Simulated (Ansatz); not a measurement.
Process, species as SMILES: OO (H2O2) → O[O] (O-OH) + H atom
B3LYP-D3(BJ)/def2-TZVP geometries, fixed; electronic energies without zero-point terms.

The bond dissociation energy at MP2 with Ansatz (a quantum-chemistry and plane-wave program), in kcal/mol, split into its Hartree-Fock and correlation parts. Cores are frozen. Open shells are unrestricted. No added dispersion term, no relativity. Functions are those of the species that has most.

```json
[
 {"basis": "cc-pVDZ", "X": "2", "functions": "38", "Hartree-Fock": "61.08", "MP2": "88.62"},
 {"basis": "cc-pVTZ", "X": "3", "functions": "88", "Hartree-Fock": "62.41", "MP2": "96.23"},
 {"basis": "cc-pVQZ", "X": "4", "functions": "170", "Hartree-Fock": "62.47", "MP2": "98.17"}
]
```

Worked estimate of the basis-set limit from each neighbouring pair, with Hartree-Fock from the larger set and the correlation part extrapolated as X^-3.
Correlation parts: X = 2: 27.54, X = 3: 33.82, X = 4: 35.70.
- (2,3): (27·(33.82) - 8·(27.54))/19 = 36.46; with Hartree-Fock 62.41 the estimate is 98.87 kcal/mol.
- (3,4): (64·(35.70) - 27·(33.82))/37 = 37.07; with Hartree-Fock 62.47 the estimate is 99.54 kcal/mol.
The last two estimates differ by 0.67 kcal/mol; the largest set lies 1.37 from the last. Over the last step Hartree-Fock moves by 0.06 and the correlation part by 1.88.
